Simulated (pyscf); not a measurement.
# Insertion: `[F][C][F]` [singlet] + `[CH4]` → `[CH3][CH]([F])[F]`

Gas phase, singlet surface, charge 0. Bonds broken: C4–H6. Bonds formed: C2–C4, C2–H6. Single points on ωB97X-D3(BJ)/def2-SVP structures (PySCF, gas phase). MP2 and CC: frozen core, UHF for open shells. ΔMP2 is the change of the MP2 total energy from the triple- to the quadruple-zeta basis.

Transition state (Å):

```xyz
8

F      0.9847    -0.3914    -0.8221
C      0.9338     0.3827     0.2564
F      1.9660     0.0919     1.0408
C     -0.4551    -0.7306     1.2738
H      0.1999    -1.6017     1.1667
H     -0.1045     0.5546     0.7587
H     -0.5849    -0.4395     2.3253
H     -1.4037    -0.8587     0.7345
```

One imaginary mode, 1447i cm⁻¹; descent along it reached the two sides named.

```json
[
 {"bond": "C4–H6", "change": "breaks", "reactant side (Å)": "1.099", "saddle": "1.428", "product side": "2.196"},
 {"bond": "C2–C4", "change": "forms", "reactant side (Å)": "3.7", "saddle": "2.050", "product side": "1.507"},
 {"bond": "C2–H6", "change": "forms", "reactant side (Å)": "2.8", "saddle": "1.166", "product side": "1.105"}
]
```

Electronic energies relative to the separated reactants (kJ/mol):

```csv
level,barrier,reaction energy,reverse barrier
ωB97X-D3(BJ)/def2-TZVP,165.2,-252.9,418.1
PBE/def2-TZVP,116.9,-250.1,367.0
r²SCAN/def2-TZVP,123.3,-260.7,384.0
B3LYP-D3(BJ)/def2-TZVP,145.5,-248.4,393.9
PBE0-D3(BJ)/def2-TZVP,131.3,-269.6,400.9
M06-2X/def2-TZVP,153.6,-259.2,412.8
ωB97M-D3(BJ)/def2-TZVP,165.1,-241.5,406.7
HF/def2-TZVP,248.0,-226.4,474.4
MP2/def2-QZVPP,147.0,-268.9,415.9
CCSD/def2-TZVPP,172.3,-247.6,419.9
CCSD(T)/def2-TZVPP,158.0,-245.8,403.8
CCSD(T)/def2-TZVPP + ΔMP2(QZVPP),153.8,-249.5,403.3
```

With CCSD(T)/def2-TZVPP + ΔMP2(QZVPP) energies and thermal terms (ideal gas, 1 atm, RRHO with modes under 100 cm⁻¹ raised to 100, one conformer, R ln 2 for rigid chiral ones), in kJ/mol:

```
T (K)    ΔH‡    ΔG‡      ΔH      ΔG
-----  -----  -----  ------  ------
298    153.4  192.8  -232.5  -188.9
600    154.9  232.4  -232.4  -144.4
900    157.7  270.5  -229.7  -101.0
1200   160.7  307.7  -225.9   -58.6
```

One saddle was located; it need not be the lowest between these sides. The CCSD(T) − MP2 part came from Ansatz, without density fitting, on the same reference.
